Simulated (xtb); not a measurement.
CH4N, doublet, geometry from GFN2-xTB; GFN2-xTB (xtb).

The xtb input:
```
$ xtb mol.xyz --gfn 2 --chrg 0 --uhf 1 --json

# file mol.xyz
6

C      0.05090308     0.60657921     0.04088531
N      0.00214245    -0.78641762     0.06273665
H     -0.95624751     1.05804230     0.01396982
H     -0.49330169    -1.14841740    -0.75166274
H      0.58554129     0.96413175     0.92219723
H      0.54359232     0.99169139    -0.86897269
```

### Question
Predict the main parts of the log of this xtb run.

### Answer

```
   ID    Z sym.   atoms
    1    6 C      1
    2    7 N      2
    3    1 H      3-6

           -------------------------------------------------
          |                Calculation Setup                |
           -------------------------------------------------

           -------------------------------------------------
          |                 G F N 2 - x T B                 |
           -------------------------------------------------

          ...................................................
          :                      SETUP                      :
          :.................................................:
          :  # basis functions                  12          :
          :  # atomic orbitals                  12          :
          :  # shells                            8          :
          :  # electrons                        13          :
          :  max. iterations                   250          :
          :  Hamiltonian                  GFN2-xTB          :
          :  restarted?                      false          :
          :  GBSA solvation                  false          :
          :  PC potential                    false          :
          :  electronic temp.          300.0000000     K    :
          :  accuracy                    1.0000000          :
          :  -> integral cutoff          0.2500000E+02      :
          :  -> integral neglect         0.1000000E-07      :
          :  -> SCF convergence          0.1000000E-05 Eh   :
          :  -> wf. convergence          0.1000000E-03 e    :
          :  Broyden damping             0.4000000          :
          :  net charge                          0          :
          :  unpaired electrons                  1          :
          ...................................................

 iter      E             dE          RMSdq      gap      omega  full diag
   1     -7.0654563 -0.706546E+01  0.345E+00   11.98       0.0  T
   2     -7.0757157 -0.102595E-01  0.177E+00   12.62       1.0  T
   3     -7.0762968 -0.581070E-03  0.551E-01   12.81       1.0  T
   4     -7.0763781 -0.812605E-04  0.899E-02   12.80       1.0  T
   5     -7.0763789 -0.800360E-06  0.422E-02   12.80       1.0  T
   6     -7.0763790 -0.154070E-06  0.587E-03   12.80       7.0  T
   7     -7.0763790 -0.232875E-07  0.235E-03   12.80      17.4  T
   8     -7.0763790 -0.175524E-07  0.145E-04   12.80     282.0  T
   9     -7.0763790 -0.227027E-10  0.781E-05   12.80     522.7  T

[...]
         :: total energy              -6.994774626619 Eh    ::
[...]
        12                          0.2586611               7.0385
      -------------------------------------------------------------
                  HL-Gap            0.4704332 Eh           12.8011 eV
             Fermi-level           -0.2537243 Eh           -6.9042 eV

     #   Z          covCN         q      C6AA      α(0)
     1   6 C        3.679    -0.007    20.920     6.551
     2   7 N        1.769    -0.310    28.840     7.952
     3   1 H        0.923     0.065     2.139     2.287
     4   1 H        0.860     0.134     1.514     1.928
     5   1 H        0.924     0.052     2.294     2.369
     6   1 H        0.923     0.065     2.139     2.287

 Mol. C6AA /au·bohr⁶  :        243.112738
 Mol. C8AA /au·bohr⁸  :       4822.976205
 Mol. α(0) /au        :         23.373908

Wiberg/Mayer (AO) data.
largest (>0.10) Wiberg bond orders for each atom

 ---------------------------------------------------------------------------
     #   Z sym  total        # sym  WBO       # sym  WBO       # sym  WBO
 ---------------------------------------------------------------------------
     1   6 C    3.991 --     2 N    1.205     5 H    0.979     6 H    0.903
                             3 H    0.903
     2   7 N    2.328 --     1 C    1.205     4 H    0.967
     3   1 H    0.990 --     1 C    0.903
     4   1 H    0.982 --     2 N    0.967
     5   1 H    0.997 --     1 C    0.979
     6   1 H    0.990 --     1 C    0.903
 ---------------------------------------------------------------------------

Topologies differ in total number of bonds
Writing topology from bond orders to xtbtopo.mol

molecular dipole:
                 x           y           z       tot (Debye)
 q only:       -0.120       0.509      -0.242
   full:       -0.296       0.765      -0.561       2.526
molecular quadrupole (traceless):
                xx          xy          yy          xz          yz          zz
 q only:       -0.139       0.401       0.070       0.247       0.653       0.069
  q+dip:        0.283       0.775      -0.996       0.513       1.388       0.713
   full:        0.405       0.847      -0.891       0.209       1.524       0.486

           -------------------------------------------------
          | TOTAL ENERGY               -6.994774626619 Eh   |
          | GRADIENT NORM               0.000120784203 Eh/α |
          | HOMO-LUMO GAP              12.801139733515 eV   |
           -------------------------------------------------

normal termination of xtb
```
